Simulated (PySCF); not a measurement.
# CO(OH)₂: relaxation and vibrations of the singlet

Where does singlet CO(OH)₂ go from a trigonal pyramidal start, is the end point a minimum, and what are its modes, charges and moments?

Program: PySCF 2.14.0. Level of theory: PBE0, basis C def2-TZVP, O def2-TZVP, H def2-TZVP, no relativity, density fitting. These are calculated values, not measurements.

## Step 1: Where the work starts

6 atoms, charge 0, spin multiplicity 1.

Bond lengths: C1–O2 1.240 Å, C1–O3 1.380 Å, C1–O4 1.380 Å, O3–H5 0.960 Å, O4–H6 0.960 Å. Angles: O2–C1–O3 99.8°, O2–C1–O4 99.8°, O3–C1–O4 99.8°, C1–O3–H5 130.0°, C1–O4–H6 130.0°.

```xyz
6
charge 0 multiplicity 1
C     0.0000    0.0000    0.0000
O     1.0949    0.0000    0.5821
O    -0.6092    1.0552    0.6479
O    -0.6092   -1.0552    0.6479
H    -0.2448    1.8948    0.9376
H    -1.5185   -1.1594    0.9376
```

## Step 2: Finding the electronic state

The steps below are one call of a driver around PySCF. For each, scf.py gives the equivalent set-up of the SCF; relaxations use the driver's own optimiser. After this first run the driver tries any further starts and a stability analysis.

scf.py reads:

```python
from pyscf import gto, scf, dft
mol = gto.M(atom='''
C      0.000000     0.000000     0.000000
O      1.094900     0.000000     0.582100
O     -0.609200     1.055200     0.647900
O     -0.609200    -1.055200     0.647900
H     -0.244800     1.894800     0.937600
H     -1.518500    -1.159400     0.937600''',
    basis={'C': 'def2-TZVP', 'O': 'def2-TZVP', 'H': 'def2-TZVP'},
    charge=0, spin=0)
mf = dft.RKS(mol, xc='PBE0')
mf.grids.atom_grid = (50, 194)
aux = {'C': 'def2-universal-JKFIT', 'O': 'def2-universal-JKFIT', 'H': 'def2-universal-JKFIT'}
mf = mf.density_fit(auxbasis=aux)
mf.conv_tol = 1e-08
mf.diis_space = 10
mf.max_cycle = 60
mf.init_guess = 'minao'
mf.verbose = 4
mf.kernel()
```

Run with:

```sh
OMP_NUM_THREADS=4 python axn.py task.json out
```

The runs that follow: Trigonal pyramidal start, singlet: relaxation; Vibrations and properties at this point.

What does the calculation give? Wanted: minimum; geometry; wavenumbers; dipole moment; highest occupied, lowest empty level; polar-tensor charge of C1; zero-point energy; atomisation energy.

As calculated:

| quantity | value |
| --- | --- |
| minimum | singlet, Cs |
| geometry | C–O 1.191 Å, C–O 1.330 Å, C–O 1.348 Å, O–H 0.965 Å (×2); C–O–H 106.7°, C–O–H 109.3°, O–C–O 110.7°, O–C–O 124.2°, O–C–O 125.1° |
| wavenumbers (cm⁻¹) | 497 (a''), 548 (a'), 576 (a''), 614 (a'), 803 (a''), 994 (a'), 1167 (a'), 1269 (a'), 1428 (a'), 1919 (a'), 3832 (a'), 3833 (a') |
| dipole moment | 3.22 D |
| highest occupied, lowest empty level | -8.78, 0.52 eV |
| polar-tensor charge of C1 | +1.51 e |
| zero-point energy | 104.6 kJ/mol |
| entropy at 298.15 K | 269.3 J/(mol K) |
| atomisation energy (no zero-point energy) | 2573 kJ/mol |

In words: The trigonal pyramidal start (C1) ends in a minimum of Cs symmetry. In the infrared the band at 1919 cm⁻¹ (a') leads. Other starts or spin states, not run here, may lie lower.
